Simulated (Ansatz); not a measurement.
Geometry optimisation, Ansatz, RKS PBE0/6-31G*.

input.yaml

```yaml
crystal:
  periodic: [false, false, false]
  atoms:
    - { symbol: Al, position_ang: [-0.045523, -0.215027, 0.06579] }
    - { symbol: O, position_ang: [-0.228678, -0.42607, 1.802351] }
    - { symbol: H, position_ang: [-1.105091, -0.680792, 2.112446] }
    - { symbol: H, position_ang: [1.443776, -0.024404, -0.439453] }
    - { symbol: H, position_ang: [-1.330386, -0.385953, -0.856846] }
    - { symbol: S, position_ang: [-0.027824, 2.927473, 1.497227] }
    - { symbol: H, position_ang: [1.317872, 2.933041, 1.507668] }
    - { symbol: H, position_ang: [-0.092045, 1.743833, 2.201716] }
basis:
  gaussian: { orbitals: "6-31G*" }
hamiltonian:
  xc: pbe0
relax:
  f_tol: 0.03
  max_steps: 50
output:
  orbitals: {}
```

Launched with:

```bash
$ ansatz run input.yaml --threads 1 --pin off --max-ram 2048MiB --backend cpu --events-out ev --progress --plain --runs-dir out
```

Question: Where does it end, and by what steps?

Answer: It converged. After 10 steps the energy has fallen by 0.272 eV; S6 moved furthest, 0.53 Å. Joined: Al1–S6 (3.45 → 2.62 Å).

| step | energy less start (eV) | largest force component (eV/Å) | accepted |
| --- | --- | --- | --- |
| 0 | 0.0000 | 0.719 | yes |
| 1 | -0.0750 | 0.468 | yes |
| 2 | -0.1430 | 0.541 | yes |
| 3 | -0.1823 | 0.742 | yes |
| 4 | -0.2160 | 0.331 | yes |
| 5 | -0.2460 | 0.554 | yes |
| 6 | -0.2311 | 1.909 | no |
| 7 | -0.2671 | 0.188 | yes |
| 8 | -0.2709 | 0.089 | yes |
| 9 | -0.2718 | 0.071 | yes |
| 10 | -0.2721 | 0.025 | yes |

```xyz
8
Properties=species:S:1:pos:R:3
Al -0.023 0.043 0.291
O -0.288 -0.666 1.853
H -1.150 -1.065 2.005
H 1.496 0.117 -0.192
H -1.252 0.080 -0.734
S -0.087 2.514 1.166
H 1.229 2.778 1.068
H 0.008 2.072 2.434
```

Whether the end is a true minimum wasn't checked by a vibrational analysis.

Run time: 17 s on 1 thread of Intel(R) Xeon(R) 6975P-C (Granite Rapids), with other jobs on the host, peak memory 0.15 GiB.
